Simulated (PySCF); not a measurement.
Species: C₆H₅ (doublet state).
Atom-mapped SMILES: `[CH2:1]=[C:2]1[C:3]=[CH:4][C:5]1=[CH2:6]` (hydrogens: H7, H8 on C1; H9 on C4; H10, H11 on C6)

Geometry (GFN2-xTB, Å), atoms numbered from 1 in this order:
```xyz
11
C6H5 angstrom
C      1.691   -0.841   -0.614
C      0.876    0.103   -0.191
C      0.926    1.537    0.136
C     -0.369    1.650    0.478
C     -0.568    0.217    0.187
C     -1.583   -0.627    0.235
H      1.345   -1.850   -0.768
H      2.729   -0.643   -0.820
H     -1.019    2.429    0.820
H     -1.460   -1.661   -0.038
H     -2.563   -0.310    0.549
```

Computed with UKS B3LYP, pcH-1 on C H, non-relativistic, mean-field spin-orbit, GIAO (PySCF). Isolated species at its GFN2-xTB geometry, gas phase. Couplings are sensitive to structure, and on GFN2-xTB geometries they can be far from those on DFT ones. Stability of the SCF solution: not tested.

Problem. The isotropic 13C couplings are +412.9, +115.0, +41.0, +34.3, +16.1, -3.1 MHz. Assign them to C1; C2; C3; C4; C5; C6.

Solution. 
| site | a_iso (MHz) | ρ(0) (bohr⁻³) | position | distance from C3 (Å) | spin population | largest \|T\| (MHz) |
| --- | --- | --- | --- | --- | --- | --- |
| C1 | -3.1 | -0.0027 | 2 bonds from C3 | 2.61 | +0.01 | 1.9 |
| C2 | +34.3 | +0.0305 | 1 bond from C3 | 1.47 | +0.01 | 22.7 |
| C3 | +412.9 | +0.3673 | largest spin population | 0.00 | +0.97 | 133.7 |
| C4 | +16.1 | +0.0143 | 1 bond from C3 | 1.34 | -0.08 | 25.1 |
| C5 | +115.0 | +0.1023 | 2 bonds from C3 | 1.99 | +0.11 | 10.6 |
| C6 | +41.0 | +0.0365 | 3 bonds from C3 | 3.32 | -0.04 | 12.4 |

ρ(0) is the spin density at the nucleus and T the dipolar tensor. The Mulliken spin populations are largest on C3 (+0.97), C5 (+0.11) and C4 (-0.08). C3 is the only atom above +0.15. The positive populations add up to 1.12 and the negative ones to -0.12, together 2S = 1.

β density exceeds α density at some nuclei, such as C1 (-0.0027), spin density in bohr⁻³. In a single determinant that takes different orbitals for the two spins, that is spin polarisation.

The run took 39 s on one thread of an x86-64 server, no GPU (shared host).
